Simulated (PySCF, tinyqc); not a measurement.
Worked calculation: G0W0 on RHF in the sto-3g basis, for HF, spin multiplicity 1. The lowest restricted solution is unstable here: a spin-polarised one lies 0.0022 hartree lower (PySCF). Computed by tinyqc, a small Python program that keeps every step (integrals from PySCF). Settings: charge = 0, multiplicity = 1, basis = sto-3g, method = RHF, energy threshold = 1e-10, iteration cap = 56, orthogonalisation = symmetric, start = core, DIIS depth = 6. Command: `OMP_NUM_THREADS=1 python tinyqc.py 20371 20372 out.jsonl` (the two numbers bound the seeds that draw the settings). One thread of a shared host (Intel(R) Xeon(R) Processor @ 2.60GHz), about 0.07 s of CPU time with the checks. The early iterations of the SCF are left out here.

## One-electron integrals

Geometry (angstrom):
```
atom       x       y       z
F     0.0000  0.0000  0.0000
H     0.0000  0.0000  1.2470
```

Basis sto-3g: exponents (1/bohr^2) and contraction coefficients of normalised primitives:
```
element  l (shell)  exponent  coefficient
F            s (1)  166.6791       0.1543
F            s (1)   30.3608       0.5353
F            s (1)    8.2168       0.4446
F            s (2)    6.4648      -0.1000
F            s (2)    1.5023       0.3995
F            s (2)    0.4886       0.7001
F            p (3)    6.4648       0.1559
F            p (3)    1.5023       0.6077
F            p (3)    0.4886       0.3920
H            s (1)    3.4253       0.1543
H            s (1)    0.6239       0.5353
H            s (1)    0.1689       0.4446
```

Overlap, kinetic and nuclear-attraction integrals over the contracted functions; the nuclear repulsion is the sum of Za Zb / Rab.

nuclear repulsion = 3.819242 hartree

overlap S, lower triangle:
```
         1F 1s   1F 2s  1F 2px  1F 2py  1F 2pz   2H 1s
1F 1s   1.0000
1F 2s   0.2380  1.0000
1F 2px  0.0000  0.0000  1.0000
1F 2py  0.0000  0.0000  0.0000  1.0000
1F 2pz  0.0000  0.0000  0.0000  0.0000  1.0000
2H 1s   0.0226  0.2609  0.0000  0.0000  0.2297  1.0000
```

kinetic energy T (hartree), lower triangle:
```
          1F 1s   1F 2s  1F 2px  1F 2py  1F 2pz   2H 1s
1F 1s   36.9846
1F 2s   -0.2129  1.0380
1F 2px   0.0000  0.0000  3.2480
1F 2py   0.0000  0.0000  0.0000  3.2480
1F 2pz   0.0000  0.0000  0.0000  0.0000  3.2480
2H 1s   -0.0072  0.0140  0.0000  0.0000  0.0835  0.7600
```

nuclear attraction V (hartree), lower triangle:
```
           1F 1s     1F 2s    1F 2px    1F 2py    1F 2pz    2H 1s
1F 1s   -77.4339
1F 2s    -9.2778  -11.9654
1F 2px    0.0000    0.0000  -11.8555
1F 2py    0.0000    0.0000    0.0000  -11.8555
1F 2pz   -0.0081   -0.1014    0.0000    0.0000  -11.9075
2H 1s    -0.9003   -2.2141    0.0000    0.0000   -1.6701  -5.0017
```

core Hamiltonian H = T + V (hartree), lower triangle:
```
           1F 1s     1F 2s   1F 2px   1F 2py   1F 2pz    2H 1s
1F 1s   -40.4494
1F 2s    -9.4907  -10.9274
1F 2px    0.0000    0.0000  -8.6075
1F 2py    0.0000    0.0000   0.0000  -8.6075
1F 2pz   -0.0081   -0.1014   0.0000   0.0000  -8.6595
2H 1s    -0.9075   -2.2001   0.0000   0.0000  -1.5866  -4.2417
```

## Two-electron integrals

Functions are numbered as in S; the eight-fold symmetry (ij|kl) = (ji|kl) = (kl|ij) leaves the list below.

Two-electron integrals (ij|kl) in chemists' order, unique and non-zero (hartree):
```
(11|11) 5.4035   (21|11) 0.8419   (21|21) 0.1563   (22|11) 1.2680
(22|21) 0.2923   (22|22) 0.9262   (31|31) 0.0280   (32|31) 0.0432
(32|32) 0.2046   (33|11) 1.2645   (33|21) 0.2924   (33|22) 0.9260
(33|33) 0.9975   (41|41) 0.0280   (42|41) 0.0432   (42|42) 0.2046
(43|43) 0.0538   (44|11) 1.2645   (44|21) 0.2924   (44|22) 0.9260
(44|33) 0.8900   (44|44) 0.9975   (51|51) 0.0280   (52|51) 0.0432
(52|52) 0.2046   (53|53) 0.0538   (54|54) 0.0538   (55|11) 1.2645
(55|21) 0.2924   (55|22) 0.9260   (55|33) 0.8900   (55|44) 0.8900
(55|55) 0.9975   (61|11) 0.0807   (61|21) 0.0149   (61|22) 0.0277
(61|33) 0.0276   (61|44) 0.0276   (61|51) 0.0006   (61|52) 0.0011
(61|55) 0.0278   (61|61) 0.0014   (62|11) 0.2253   (62|21) 0.0527
(62|22) 0.1890   (62|33) 0.1861   (62|44) 0.1861   (62|51) 0.0036
(62|52) 0.0290   (62|55) 0.1945   (62|61) 0.0051   (62|62) 0.0494
(63|31) 0.0053   (63|32) 0.0322   (63|53) 0.0059   (63|63) 0.0070
(64|41) 0.0053   (64|42) 0.0322   (64|54) 0.0059   (64|64) 0.0070
(65|11) 0.1620   (65|21) 0.0384   (65|22) 0.1473   (65|33) 0.1413
(65|44) 0.1413   (65|51) 0.0075   (65|52) 0.0534   (65|55) 0.1593
(65|61) 0.0038   (65|62) 0.0474   (65|65) 0.0522   (66|11) 0.4193
(66|21) 0.0997   (66|22) 0.4132   (66|33) 0.4007   (66|44) 0.4007
(66|51) 0.0075   (66|52) 0.0880   (66|55) 0.4378   (66|61) 0.0097
(66|62) 0.1457   (66|65) 0.1634   (66|66) 0.7746
```

## Orthogonalisation

S = U s U^T; symmetric (Loewdin) form X = U s^(-1/2) U^T, so that X^T S X = 1.

eigenvalues of S: 0.6114  0.8524  1.0000  1.0000  1.1276  1.4086

X, lower triangle:
```
          1F 1s    1F 2s  1F 2px  1F 2py   1F 2pz   2H 1s
1F 1s    1.0226
1F 2s   -0.1268   1.0517
1F 2px   0.0000   0.0000  1.0000
1F 2py   0.0000   0.0000  0.0000  1.0000
1F 2pz  -0.0029   0.0253  0.0000  0.0000   1.0218
2H 1s    0.0140  -0.1445  0.0000  0.0000  -0.1246  1.0502
```

## Iteration 7 (converged): orbitals

converged F (hartree), lower triangle:
```
           1F 1s    1F 2s   1F 2px   1F 2py   1F 2pz    2H 1s
1F 1s   -25.9175
1F 2s    -6.6255  -3.0168
1F 2px    0.0000   0.0000  -0.4634
1F 2py    0.0000   0.0000   0.0000  -0.4634
1F 2pz   -0.0151  -0.0228   0.0000   0.0000  -0.2150
2H 1s    -0.6412  -0.6339   0.0000   0.0000  -0.4252  -0.2860
```

Diagonalise F' = X^T F X, C = X C', fill 5 alpha and 5 beta electrons from the bottom; D = 2 C_occ C_occ^T. Each column has its largest component positive (the first on a tie).

F' = X^T F X (hartree), lower triangle:
```
          1        2        3        4        5        6
1  -25.4489
2   -3.3929  -1.8210
3    0.0000   0.0000  -0.4634
4    0.0000   0.0000   0.0000  -0.4634
5   -0.0330   0.0575   0.0000   0.0000  -0.1194
6   -0.0397  -0.3132   0.0000   0.0000  -0.4131  -0.0760
```

orbital energies (hartree): MO1 -25.9268, MO2 -1.4137, MO3 -0.4825, MO4 -0.4634, MO5 -0.4634, MO6 0.3576

coefficients C:
```
            MO1      MO2      MO3     MO4      MO5      MO6
1F 1s    0.9950  -0.2585   0.0498  0.0000   0.0000   0.0523
1F 2s    0.0206   0.9978  -0.2542  0.0000   0.0000  -0.2881
1F 2px   0.0000   0.0000   0.0000  0.5761   0.8174   0.0000
1F 2py   0.0000   0.0000   0.0000  0.8174  -0.5761   0.0000
1F 2pz   0.0012   0.0238   0.6853  0.0000   0.0000  -0.7681
2H 1s   -0.0030   0.0969   0.5990  0.0000   0.0000   0.8783
```

D after iteration 7, lower triangle:
```
          1F 1s    1F 2s  1F 2px  1F 2py  1F 2pz   2H 1s
1F 1s    2.1186
1F 2s   -0.5003   2.1213
1F 2px   0.0000   0.0000  2.0000
1F 2py   0.0000   0.0000  0.0000  2.0000
1F 2pz   0.0584  -0.3008  0.0000  0.0000  0.9403
2H 1s    0.0036  -0.1113  0.0000  0.0000  0.8256  0.7365
```

Within a degenerate level the vectors are fixed only up to a rotation; this is one choice.

## Convergence

Stop when the energy changes by less than 1e-10 hartree and every element of the error matrix X^T (F D S - S D F) X is below 3e-06.

Course of the cycle:
```
iteration  E (hartree)     change  largest element of the error matrix
1           -97.895263          -                             4.58e-01
2           -98.497457  -6.02e-01                             9.39e-02
3           -98.506936  -9.48e-03                             2.38e-02
4           -98.507319  -3.82e-04                             8.85e-04
5           -98.507319  -4.74e-07                             5.14e-05
6           -98.507319  -1.99e-09                             2.69e-07
7           -98.507319  -7.11e-14                             3.65e-09
```

PySCF RHF in the same basis = -98.507319 hartree

Converged in 7 iterations.

## Integrals over molecular orbitals

(pq|rs) = sum C_ip C_jq C_kr C_ls (ij|kl), one index at a time.

one-electron integrals over orbitals h = C^T H C (hartree), lower triangle:
```
          1        2        3        4        5        6
1  -40.4321
2    0.7228  -9.1231
3   -0.1313   0.4896  -6.8066
4    0.0000   0.0000   0.0000  -8.6075
5    0.0000   0.0000   0.0000   0.0000  -8.6075
6   -0.1431   0.7803   2.2612   0.0000   0.0000  -5.9861
```

Two-electron integrals over orbitals (pq|rs), unique and non-zero (hartree):
```
(11|11) 5.3645    (21|11) -0.5219   (21|21) 0.0800    (22|11) 1.2334
(22|21) -0.0227   (22|22) 0.8727    (31|11) 0.0998    (31|21) -0.0148
(31|22) 0.0065    (31|31) 0.0174    (32|11) -0.1188   (32|21) 0.0050
(32|22) -0.0453   (32|31) 0.0205    (32|32) 0.1349    (33|11) 0.8872
(33|21) -0.0085   (33|22) 0.6917    (33|31) -0.0021   (33|32) -0.0145
(33|33) 0.6763    (41|41) 0.0295    (42|41) 0.0401    (42|42) 0.1894
(43|41) -0.0070   (43|42) -0.0279   (43|43) 0.0354    (44|11) 1.2640
(44|21) -0.0151   (44|22) 0.8951    (44|31) 0.0029    (44|32) -0.0657
(44|33) 0.6782    (44|44) 0.9975    (51|51) 0.0295    (52|51) 0.0401
(52|52) 0.1894    (53|51) -0.0070   (53|52) -0.0279   (53|53) 0.0354
(54|54) 0.0538    (55|11) 1.2640    (55|21) -0.0151   (55|22) 0.8951
(55|31) 0.0029    (55|32) -0.0657   (55|33) 0.6782    (55|44) 0.8900
(55|55) 0.9975    (61|11) 0.1057    (61|21) -0.0169   (61|22) 0.0027
(61|31) -0.0123   (61|32) -0.0232   (61|33) 0.0057    (61|44) 0.0031
(61|55) 0.0031    (61|61) 0.0199    (62|11) -0.1538   (62|21) 0.0041
(62|22) -0.0851   (62|31) -0.0199   (62|32) -0.0767   (62|33) -0.0221
(62|44) -0.0842   (62|55) -0.0842   (62|61) 0.0189    (62|62) 0.0915
(63|11) -0.4212   (63|21) 0.0071    (63|22) -0.2371   (63|31) 0.0014
(63|32) 0.0800    (63|33) -0.0934   (63|44) -0.2462   (63|55) -0.2462
(63|61) -0.0048   (63|62) 0.0365    (63|63) 0.2318    (64|41) -0.0069
(64|42) -0.0283   (64|43) -0.0223   (64|64) 0.0291    (65|51) -0.0069
(65|52) -0.0283   (65|53) -0.0223   (65|65) 0.0291    (66|11) 0.8387
(66|21) -0.0089   (66|22) 0.6391    (66|31) 0.0102    (66|32) 0.0458
(66|33) 0.6479    (66|44) 0.6234    (66|55) 0.6234    (66|61) -0.0072
(66|62) -0.0535   (66|63) -0.0261   (66|66) 0.6744
```

## Screening: direct RPA

With D = e_a - e_i and K = (ia|jb): diagonalise D^(1/2) (D + 4K) D^(1/2) = Z w^2 Z^T; X + Y = D^(1/2) Z w^(-1/2), each column of Z with its largest component positive (the first on a tie); E_c = (sum w - tr (D + 2K)) / 2.

D^(1/2) (D + 4K) D^(1/2) (hartree^2), lower triangle:
```
          1>6     2>6     3>6     4>6     5>6
1>6  692.9555
2>6    0.5162  3.7857
3>6   -0.0899  0.1781  1.4847
4>6    0.0000  0.0000  0.0000  0.7695
5>6    0.0000  0.0000  0.0000  0.0000  0.7695
```

excitation energies w (hartree): 0.8772  0.8772  1.2128  1.9491  26.3241

X + Y:
```
           1       2        3        4       5
1>6   0.0000  0.0000   0.0009  -0.0027  0.9992
2>6   0.0000  0.0000  -0.0928   0.9505  0.0002
3>6   0.0000  0.0000   0.8298   0.0504  0.0000
4>6  -0.2684  0.9295   0.0000   0.0000  0.0000
5>6   0.9295  0.2684   0.0000   0.0000  0.0000
```

RPA correlation energy = -0.049946 hartree

Within a degenerate level the vectors are fixed only up to a rotation; this is one choice.

## G0W0 on Hartree-Fock: HOMO

W(p,q,m) = sqrt2 sum_ia (pq|ia) (X+Y)_ia,m; Sigma_c(x) = sum_(i,m) W^2/(x - e_i + w_m) + sum_(a,m) W^2/(x - e_a - w_m); solve x = e_p + Sigma_c(x) by Newton steps; Z = 1/(1 - dSigma/dx); 1 hartree = 27.211386 eV.

The 12 largest terms at x = e_p (hartree; W for the signs of X + Y given):
```
q  m        W       term
5  3  -0.2778     0.0636
5  4  -0.1308     0.0088
3  1  -0.0292     0.0010
6  1   0.0382    -0.0009
2  1  -0.0372     0.0008
3  2  -0.0084   7.96e-05
6  2   0.0110  -7.16e-05
2  2  -0.0107   6.32e-05
1  1  -0.0091   3.15e-06
5  5   0.0043   7.16e-07
1  2  -0.0026   2.62e-07
```

Newton steps (hartree):
```
step        x  Sigma_c(x)       Z
0     -0.4634      0.0733  0.9442
1     -0.3942      0.0695  0.9495
2     -0.3940      0.0695  0.9495
3     -0.3940      0.0695  0.9495
```

quasiparticle energy of the HOMO = -10.7201 eV

Hartree-Fock value = -12.6101 eV

## G0W0 on Hartree-Fock: LUMO

As before.

The 12 largest terms at x = e_p (hartree; W for the signs of X + Y given):
```
q  m        W       term
3  3   0.2672     0.0348
2  4   0.1255     0.0042
6  4  -0.0737    -0.0028
3  4   0.0656     0.0015
5  1   0.0382     0.0009
4  2   0.0382     0.0009
6  3  -0.0236  -4.58e-04
2  3   0.0309   3.19e-04
4  1  -0.0110   7.16e-05
5  2   0.0110   7.16e-05
2  5   0.0268   2.55e-05
1  4   0.0250   2.22e-05
```

Newton steps (hartree):
```
step       x  Sigma_c(x)       Z
0     0.3576      0.0396  0.9788
1     0.3963      0.0387  0.9794
2     0.3963      0.0387  0.9794
```

quasiparticle energy of the LUMO = 10.7847 eV

Hartree-Fock value = 9.7307 eV
